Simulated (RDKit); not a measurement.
RDKit input (MMFF94):

```python
from rdkit import Chem
from rdkit.Chem import AllChem, rdDetermineBonds

mol = Chem.MolFromXYZFile('mol.xyz')
rdDetermineBonds.DetermineBonds(mol, charge=-1)
print('SMILES', Chem.MolToSmiles(Chem.RemoveHs(mol)))
ff = AllChem.MMFFGetMoleculeForceField(mol, AllChem.MMFFGetMoleculeProperties(mol))
e0 = ff.CalcEnergy()
flag = ff.Minimize(maxIts=5000, forceTol=1e-5)
print(f'energy {e0:.4f} -> {ff.CalcEnergy():.4f} kcal/mol, converged: {flag == 0}')
print(Chem.MolToXYZBlock(mol))
```
mol.xyz:
```
8

C      1.14502538    -0.38142530     0.14741238
C      0.03204805     0.65710997     0.11064372
O     -1.23308689    -0.12617052    -0.21931843
H     -1.79541147     0.09447728     0.52177410
H      0.20752425     1.23918759    -0.81929277
H      2.11943237     0.13014009     0.16693320
H      1.09945895    -1.00981192     1.05044502
H      1.17125044    -1.09873694    -0.71364874
```

From the last part of the output:

```
SMILES C[CH-]O
energy 31.1859 -> 11.1918 kcal/mol, converged: True
8

C      1.239098   -0.422466   -0.098503
C     -0.018797    0.349464    0.000545
O     -1.131363   -0.270121    0.491463
H     -1.905607    0.319918    0.516841
H     -0.142407    1.381794   -0.285929
H      2.019217    0.051983    0.503479
H      1.108014   -1.449528    0.254793
H      1.578086   -0.456273   -1.137741
```

The dipole moment of an ion depends on the origin.
